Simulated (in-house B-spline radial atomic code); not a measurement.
Results of a calculation; reference values are marked as such.
## Stopping and range of 1 keV Si in Si

The pair potential comes from two frozen, spherical free-atom densities (PBE, B-spline radial code, scalar-relativistic past argon): electrostatics plus the change in Thomas-Fermi kinetic and Dirac exchange energy where they overlap, the recipe behind the universal ZBL potential, which averages such potentials (from solid-state densities) over many pairs. It is written V = (Z1 Z2 e²/r) φ(r/a), with e² = 14.3996 eV·Å and a = 0.46850 Å/(Z1^0.23 + Z2^0.23); ZBL's fit is φ = 0.18175 e^(−3.1998x) + 0.50986 e^(−0.94229x) + 0.28022 e^(−0.4029x) + 0.02817 e^(−0.20162x). Where φ falls below 4e-4 it is continued as an exponential.

The target is taken as amorphous, with density 2.329 g/cm³ (NSM archive of the Ioffe Institute); channelling is ignored. Masses: Si 28.09, Si 28.09 u. Nuclear stopping is S_n = 4π a Z1 Z2 e² M1/(M1 + M2) × s_n(ε), with s_n integrated over impact parameters for each pair. Electronic stopping is Lindhard and Scharff's S_e = Z1^(1/6) 8π e² a0 Z1 Z2/(Z1^(2/3) + Z2^(2/3))^(3/2) × v/v0, with a0 = 0.529177 Å and v = v0 at 24.801 keV/u; it misses the oscillations with Z1 seen in experiment, which reach tens of per cent. Compounds add by atom fraction.

```
target atom    a (Å)  ε at this energy  s_n, this pair  s_n, ZBL potential
         Si  0.12766           0.02262          0.2355              0.2191
```

Question: What are the atom density and the stopping powers at entry?

Answer: N = 2.329 × 0.602214/28.09 = 0.04993 atoms/Å³. For Si: S_n = 2264 × 0.2355 = 533.2 eV·Å², S_e = 1.7631 × √1000 = 55.76 eV·Å². Averaged over the target's atoms and times N × 10 Å/nm, the ion loses N S_n = 266 eV/nm to recoils and N S_e = 27.8 eV/nm to electrons; the nuclear share is 91 %.

Along the track:

```
E (keV)  N S_n (eV/nm)  N S_e (eV/nm)
   0.05           72.8           6.22
   0.15            129           10.8
    0.3            172           15.2
    0.5            209           19.7
   0.75            241           24.1
      1            266           27.8
```

Question: Estimate the path length and the projected range.

Answer: With continuous slowing down the path is the integral of dE/(N (S_n + S_e)). Trapezoids over the table give 4.81 nm, and the stretch below the first row, with stopping taken as √E, adds 2E/(N S) = 1.3 nm: 6.08 nm in all, against 5.66 nm on a fine grid from 5 eV, a cut that itself drops some per cent of so short a path. Deflections shorten the depth: to first order in the energy passed on, N (S_n + S_e) dR_p/dE = 1 − N S_n (M2/M1) R_p/(2E), summed over the target's atoms, and integrating this on the fine grid gives R_p = 3.2 nm, 0.57 of the path. Lindhard's rule of thumb R/(1 + M2/3M1), with mean M2/M1 = 1.00, gives 4.24 nm. On the ZBL potential the same equation gives 3.44 nm, and the full integral equation, which keeps hard collisions, 3.54 nm.
